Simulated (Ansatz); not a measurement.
C₂ClF₃ (`FC(F)=C(F)Cl`), relaxed with RKS PBE0-D4/def2-TZVP in Ansatz 0.2.0 from a PBE-D4/def2-SVP geometry. The force threshold is 0.005 eV/Å; the program also tests the step.

The species carries charge 0 and has multiplicity 1.

Start:

```xyz
6

F    -0.422    0.811    1.589
C    -0.319   -0.084    0.621
F    -0.897   -1.235    0.914
C     0.314    0.162   -0.544
F     0.878    1.348   -0.778
Cl    0.446   -1.002   -1.801
```

Problem. By how much does the energy fall, and how many steps does the optimiser take? (An estimate is asked.)

Solution. The calculation gave: 1.03 kcal/mol, in 5 steps.

Problem. Which bonds change most? (An estimate is asked.)

Solution. Computed: C4–Cl6 from 1.718 to 1.693 Å; C2–C4 from 1.349 to 1.324 Å; F1–C2 from 1.323 to 1.308 Å; C2–F3 from 1.321 to 1.307 Å.

Problem. Give the relaxed structure. (Estimate.)

Solution. Computed: 
```xyz
6

F    -0.415    0.802    1.567
C    -0.313   -0.084    0.609
F    -0.889   -1.217    0.911
C     0.306    0.151   -0.537
F     0.865    1.330   -0.765
Cl    0.446   -0.983   -1.785
```
